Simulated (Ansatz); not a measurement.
The end point of a relaxation of SiC. Space group F-43m (No. 216), zinc blende type. Computed with PBE (plane waves to 420 eV, PAW, scalar-relativistic; Ansatz, a program for electronic structure).

```xyz
2
Lattice="0.0000 2.1899 2.1899 2.1899 0.0000 2.1899 2.1899 2.1899 0.0000" Properties=species:S:1:pos:R:3 pbc="T T T"
C      3.2848     3.2848     3.2848
Si     0.0000     0.0000     0.0000
```

Task: What is the computed band gap (PBE)?

Result: 1.37 eV, indirect (valence top at Γ, conduction bottom at X) (no spin-orbit coupling).

Task: Give the smallest direct gap at the level PBE.

Result: 4.53 eV at X.

No spin polarisation in the result.

Measured for SiC: a 4.346 Å (static lattice; corrected from measurement; as listed in Daniel Mejia-Rodriguez, S. B. Trickey, Phys. Rev. B (2018)); gap 2.53 eV (static lattice; corrected from measurement; as listed in Wei Chen et al., Physical Review Materials (2018)). Computed minus measured — a: PBE +0.8 %; gap: PBE -1.16 eV. The computed values are for a static lattice, and a measured gap can be an optical one, lowered by exciton binding.

The run could not lose the symmetry of its start.

All atoms sit on sites fixed by symmetry, so only the cell could relax.
